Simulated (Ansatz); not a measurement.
## Ansatz (development build ahead of 0.2.0) run

```yaml
crystal:
  periodic: [false, false, false]
  atoms:
    - { symbol: S, position_ang: [0.0, 0.40046, -1.50718] }
    - { symbol: S, position_ang: [0.0, -0.58173, 0.12286] }
    - { symbol: O, position_ang: [0.0, 0.18127, 1.38432] }
basis:
  gaussian: { orbitals: def2-SVP }
hamiltonian:
  xc: hf
correlation:
  method: mp2
  frozen_orbitals: { O: 1, S: 5 }
```

The input is written out in the form of the current development build from the run's settings.

Results

* Converged: yes
* Reference energy: -869.52279 hartree
* Correlation energy: -0.46826 hartree
* Total energy: -869.99105 hartree
* Spin squared of the determinant: 0.000
* Stability test: minimum among restricted orbitals
* Occupied orbitals by symmetry in an Abelian subgroup (alpha; beta): 16 A' 4 A''; 16 A' 4 A''

Messages of the program:
```
mean field -23660.92047021 eV, -869.5227893322 hartree, gradient 4.3e-6 eV, S^2 0.000000; 1 other ends of a descent, 0 dependent functions left out; unlike orbitals of the two spins would lower it
```

Caution: an unrestricted determinant lies well below.
